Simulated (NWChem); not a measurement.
# Polarisability of CH₆Si

SMILES: C[SiH3]
```xyz
8

Si     0.6372     0.0363     0.0000
C     -1.2484    -0.0711     0.0000
H      1.1237     0.7640     1.2105
H      1.1237     0.7640    -1.2105
H      1.2430    -1.3291     0.0000
H     -1.6112    -0.6073     0.8914
H     -1.6112    -0.6073    -0.8914
H     -1.6990     0.9342     0.0000
```
Charge 0, spin multiplicity 1.

All runs are NWChem calculations. All single points use one geometry, from B3LYP/def2-SVP, a minimum by its harmonic frequencies.

Basis set: 6-31G*. Static limit. This basis has no diffuse functions, which lowers polarisabilities.

| method | isotropic polarisability (bohr³) | difference from CCSD linear response |
|---|---|---|
| HF | 31.67 | -0.86 |
| B3LYP | 33.30 | +0.77 |
| PBE | 34.14 | +1.61 |
| CCSD linear response | 32.53 | 0.00 |
| BHandHLYP | 32.54 | +0.01 |

The values span 2.47 bohr³, from HF (lowest) to PBE (highest). 

The correlated methods keep 6 core orbitals frozen. B3LYP has NWChem's definition, with VWN1-RPA local correlation. The Pople sets run with spherical d functions. The structure started from a generated list of species. Differences from the coupled-cluster row are differences between methods, not errors against experiment.
